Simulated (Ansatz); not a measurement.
A made-up structure of CH3OSi (charge +1), closed shell:

```tsv
atom	x (Å)	y (Å)	z (Å)
C1	-1.1059	-0.9218	-0.6045
Si2	-0.9229	0.5048	0.3028
O3	0.8969	0.6534	0.4305
H4	-1.7389	-1.6600	-1.0846
H5	-0.3508	-1.5262	-1.0384
H6	1.3247	1.3843	0.9015
```

It is relaxed with PBE-D4/def2-SVP and then PBE0-D4/def2-TZVP (Ansatz 0.2.0). Atoms count as bonded within 1.22 times the sum of their covalent radii (H–H: 0.88 Å). The end point is not checked to be a true minimum.

Question: Does its bonding change? (A judgement: the text doesn't fix the answer.)

Answer: Computed: No: no bond forms or breaks.

Where it ends: The first stage lowers the energy by 2.64 eV in 10 steps. It ends as CH₃OSi ([CH2][Si][OH]), total charge +1:
```xyz
6
angstrom
C -0.9037 -1.2527 -0.6972
Si -0.2467 0.2681 -0.1976
O 0.7606 0.7431 0.9124
H -1.9759 -1.3772 -0.5160
H -0.5838 -1.5941 -1.6867
H 1.0525 1.6472 1.0924
```

Labels in which every atom is bracketed show which atoms are joined, not bond orders.

For scale, one of the runs: PBE0-D4/def2-TZVP relaxation, 117 basis functions, launched by `ansatz run in.yaml --threads 2 --pin off --events-out ev --progress --plain --max-ram 4352MiB`. The run took about 17 s on 2 CPU threads of an Arm Neoverse V1 (shared host).
